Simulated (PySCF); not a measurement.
hydrogen isocyanide cation (CHN), SMILES [C-]#[NH+] (connectivity only; charge and spin as stated), charge +1, multiplicity 2.

The structure is a stationary point at PBE-D3(BJ)/def2-TZVPD. The spin state was assumed, not searched.

Computed with r2SCAN/def2-TZVPD run with PySCF.

Isolated molecule, no solvent.

Computed frontier levels, dipole moment and polarisability:
| Item | Result |
|---|---|
| α spin, highest occupied and lowest empty level | -19.22 and -10.19 eV |
| β spin, highest occupied and lowest empty level | -18.95 and -14.85 eV |
| dipole moment about the centre of nuclear charge | 0.40 D |
| mean static polarisability | 11.8 bohr³ (1.75 Å³) |
| polarisability, principal values | 9.7, 9.7, 16.0 bohr³ |
| ⟨S²⟩ | 0.803 (pure state 0.75) |
